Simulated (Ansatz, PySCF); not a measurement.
Reaction (SMILES): [CH]=O -> [CH]=O as singlet, charge +1 + e-
Structures are relaxed separately at B3LYP-D3(BJ)/def2-TZVP in Ansatz (a quantum-chemistry and plane-wave program).

Wanted: adiabatic ionisation energy (0 K, with B3LYP-D3(BJ) harmonic zero-point energies from PySCF), in eV. Cores are frozen in the correlated levels unless marked. UHF or UKS for open shells. No spin-orbit coupling. No relativistic terms. CBS(X,Y): correlation extrapolated as X^-3; Hartree-Fock from the larger set.

CCSD(T)/CBS(aug-cc-pVTZ,aug-cc-pVQZ) (Ansatz) gives 8.16 eV.

Q: Another calculation gave 8.25 eV. Which level was it?
(A) r2SCAN/def2-TZVPD (Ansatz)
(B) M06-2X/def2-TZVPD (PySCF)
(C) HF/def2-TZVPD (PySCF)

A: B, M06-2X/def2-TZVPD (PySCF). The others give 8.45 (r2SCAN), 7.79 (HF) eV.
